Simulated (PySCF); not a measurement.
# C2H5B: the cost of one run

The runs use PySCF 2.14.0, with density-fitted response routines of our own; the level of theory stands in each step. All values are computed, except where a source is named. Atoms count from 0, in the outputs and in this text.

**1. The molecule as given**

8 atoms, charge 0, multiplicity 1; geometry from: GFN2-xTB. The atoms were then displaced at random by about 0.01 Å, so the start is not that level's minimum.

Bonds of the start (Å): B0–C1 1.56, C1–C2 1.35, B0–H3 1.16, B0–H4 1.19, C1–H5 1.08, C2–H6 1.08, C2–H7 1.04.

**2. Relaxing the molecule at PBE0-D3(BJ)/def2-SVP**

Job settings and geometry (Å):

```
{"job": {"xc": "PBE0", "basis": "def2-SVP", "d3": "d3bj", "grid": 1, "shake": 0.01, "kind": "geom"}, "charge": 0, "multiplicity": 1}
B      1.327150     0.011220     0.116100
C     -0.148620    -0.496560     0.084390
C     -1.228770     0.281640    -0.132200
H      2.234070    -0.692430     0.291900
H      1.507130     1.169830    -0.064650
H     -0.336780    -1.544660     0.241190
H     -1.094770     1.342970    -0.287600
H     -2.204270    -0.091160    -0.146120
```

The run is started by

```console
$ OMP_NUM_THREADS=1 python probes_run.py task.json out
```

This one command runs all jobs of the session in turn.

**Question.** How long does this first job take on 1 thread of Arm Neoverse V2, shared host, and how much memory does it need?

About 5.2 s, with a peak of 0.3 GiB.
